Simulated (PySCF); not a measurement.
Stepwise substitution at one centre (B Cl-SH). Isolated molecules, 0 K electronic values unless said otherwise. One relaxed conformer stands for each flexible species; it need not be the lowest. Strings in code marks are SMILES.

The LUMO from two functionals at the same geometries (B3LYP-D3(BJ)/def2-TZVP), both in PySCF: PBE-D3(BJ)/def2-TZVP and B3LYP-D3(BJ)/def2-TZVP. B3LYP has the VWN-RPA correlation part, as in Gaussian. 

```json
[
 {"species": "0 of 3 Cl replaced by SH (`ClB(Cl)Cl`)", "PBE-D3(BJ)/def2-TZVP (eV)": "-2.65", "B3LYP-D3(BJ)/def2-TZVP (eV)": "-1.89"},
 {"species": "1 of 3 Cl replaced by SH (`SB(Cl)Cl` (H–S–B–Cl torsion 0°))", "PBE-D3(BJ)/def2-TZVP (eV)": "-2.25", "B3LYP-D3(BJ)/def2-TZVP (eV)": "-1.51"},
 {"species": "2 of 3 Cl replaced by SH", "PBE-D3(BJ)/def2-TZVP (eV)": "-1.90", "B3LYP-D3(BJ)/def2-TZVP (eV)": "-1.17"},
 {"species": "3 of 3 Cl replaced by SH (`SB(S)S`)", "PBE-D3(BJ)/def2-TZVP (eV)": "-1.59", "B3LYP-D3(BJ)/def2-TZVP (eV)": "-0.87"}
]
```

Over these rows, drawn at random from the members with no instability flagged (it was tested for open shells, ions and some series alone), PBE minus B3LYP-D3(BJ): mean -0.74 eV, from -0.75 eV to -0.73 eV.
